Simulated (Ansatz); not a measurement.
## B–GaH–Cl, triplet: the ladder up to UCCSDT(Q)

Geometry: a PBE0/def2-TZVP stationary point for this spin, not checked as a minimum.

```yaml
atoms:
  - { symbol: B, position_ang: [0.0000, -1.3720, 1.7116] }
  - { symbol: Ga, position_ang: [0.0000, 0.2888, 0.5213] }
  - { symbol: Cl, position_ang: [0.0000, -0.2003, -1.5744] }
  - { symbol: H, position_ang: [0.0000, 1.7813, 0.9570] }
```

Basis cc-pVDZ; Ansatz 0.2.0. Only valence electrons are correlated (noble-gas cores and the filled d shells of p-block atoms frozen), which leaves 14 electrons in 44 orbitals. Prefix R: restricted or restricted open-shell reference; prefix U: unrestricted. Active spaces: frontier = (10e, 10o) about the gap. No spin–orbit coupling is included, and no scalar relativity.

Full CI isn't at hand for all of this; UCCSDT(Q) serves as the reference, and is uncertain by the last step of the cluster series or more. The frozen core follows each run's orbitals, which can shift R against U totals by a few meV for light atoms and by up to 0.1 eV past Ca.

The UHF ⟨S²⟩ is 2.005, the T1 diagnostic (RCCSD) is 0.0252 and the largest doubles amplitude (RCCSD) is 0.040. The T1 diagnostic (UCCSD) is 0.0223.

| level | E − E(UCCSDT(Q)) (kJ/mol) | wall time |
| --- | --- | --- |
| UHF | 708.0 | – |
| UMP2 | 120.2 | – |
| UCCSD | 21.8 | – |
| UCCSD(T) | 5.0 | 13 s |
| UCCSDT | 1.4 | – |

Run but not shown, since their state, orbitals or frozen core can't be matched to the reference's or they repeat it: RHF, RMP2, RCCSD, RCCSD(T), BCCD(T), RCCSDT, RCCSDT(Q), CASSCF (frontier space), NEVPT2 (frontier space).

Times hold each run's SCF and search for its determinant on a shared host, so for small cases they say little of a method's own cost; they ran on 1 thread of Arm Neoverse V1.

Atomization energy (electronic, same basis, no zero-point term; atoms at the same level, unrestricted beside the R rows where the molecule is a closed shell, but restricted open-shell past Ca, as are all atoms' steps beyond CCSDT(Q)) at UCCSDT(Q): 690.3 kJ/mol. Errors of other levels:

| level | error (kJ/mol) |
| --- | --- |
| UHF | -91.1 |
| UMP2 | 29.4 |
| UCCSD | -12.6 |
| UCCSD(T) | -2.4 |
| UCCSDT | -1.0 |

This basis is far from its limit, so the value isn't to be set against a measured one.
